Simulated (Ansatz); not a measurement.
**CCSD(T) forces**

NaBHF (SMILES F[BH][Na]), closed shell, displaced at random from a GFN2-xTB minimum.

```csv
atom,x (Å),y (Å),z (Å)
F1,-0.1391,0.8707,-0.9398
B2,-0.2646,-0.0256,0.0679
Na3,1.8074,-1.0001,0.3918
H4,-1.4468,0.1357,0.4764
```

Program: Ansatz 0.2.0. Basis: def2-TZVPP. Cores are frozen in the correlated methods. The outer core shell of Li, Na, Mg and K is correlated. The def2 sets are not built for correlating such inner shells, so the correlated values are less sure here.

CCSD(T) forces from the calculation:
| atom | Fx | Fy | Fz (eV/Å) |
| --- | --- | --- | --- |
| F1 | 0.360 | 0.212 | -0.477 |
| B2 | -1.757 | 0.758 | 0.188 |
| Na3 | 0.752 | -0.455 | 0.168 |
| H4 | 0.646 | -0.515 | 0.121 |

Problem. Which atom feels the largest CCSD(T) force, and how large is it?

Solution. B2, 1.92 eV/Å, along (-0.91, 0.39, 0.10).

Root-mean-square difference of the force components from those of CCSD(T): PBE0-D4 0.159; wB97M-V 0.058; r2SCAN-D4 0.095; PBE-D4 0.086; BHLYP-D4 0.258; SPW92 0.329 eV/Å.

The T1 diagnostic stays at or below 0.013. The restricted Hartree–Fock reference is unstable towards an unrestricted one here. These are differences at one structure, and CCSD(T) in triple zeta is itself an approximation.

For scale, one of the runs: CCSD(T)/def2-TZVPP forces, 108 basis functions (an equivalent command: `ansatz run in.yaml --threads 4`). Time: 14 s of wall clock on 4 CPU threads; the host was shared. Peak host memory: 0.75 GiB.
